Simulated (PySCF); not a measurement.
# Ionisation of phosphine

Parent: `P` (PH3). Optimised structure (Å), atoms numbered from 1:
```
P    -0.0045    0.0040    0.5736
H    -0.4701    1.0983   -0.2185
H     1.1970   -0.1321   -0.1876
H    -0.7020   -0.9607   -0.2165
```

These are calculated values, ωB97X-D3(BJ)/ma-def2-TZVP in PySCF (grid level 2) at geometries from PBE0-D3(BJ)/def2-SVP. ωB97X-D3(BJ) is ωB97X-V with D3(BJ) in place of VV10. Thermal corrections: PBE0-D3(BJ)/def2-SVP frequencies, unscaled, ideal gas at 298.15 K and 1 bar, quasi-RRHO entropy.

Frontier levels of the parent: HOMO -10.34 eV, LUMO 1.56 eV.

Oxidation to the radical cation:
- Vertical ionisation energy (electronic): 10.65 eV
- Adiabatic ionisation energy (with zero-point energy): 9.85 eV
- Adiabatic, electronic part: 9.86 eV
- Vertical gap at the product's structure: 9.06 eV
- Inner reorganisation energy (four-point): 1596 meV
- Relaxation of product / of parent: 791 / 805 meV
- ⟨S²⟩ of the product: 0.752
- Largest spin populations: P1 1.01
- Largest changes of atomic charge: P1 0.63, H (on P1) 0.12, H (on P1) 0.12, H (on P1) 0.12
- Distances that move most (Å): P1–H 1.429 → 1.412; P1–H 1.429 → 1.412; P1–H 1.429 → 1.412
- Potential in acetonitrile: 6.71 V absolute, 2.16 V against Fc+/Fc computed at 4.54 V (solvation -4 → -306 kJ/mol)

Solvents are IEF-PCM continua (electrostatics only, gas-phase structures); absolute potentials refer to an electron at rest in vacuum. Fc+/Fc in acetonitrile, 4.54 V, is ωB97X-D3(BJ)/ma-def2-TZVP on PBE0-D3(BJ)/def2-SVP structures with GFN2-xTB thermal terms. Benchmark calculations put it near 5.0 V in acetonitrile and DMSO, so it is about 0.5 V low, and the value against it can read up to that much too high.

Measured values (NIST Chemistry WebBook, evaluated or the median of agreeing entries): vertical ionisation energy 10.59 eV (computed 10.65, difference 0.06); adiabatic ionisation energy 9.87 eV (computed 9.85, difference -0.02).

Differences come from unrounded values, so a last digit can differ from that of the printed terms.
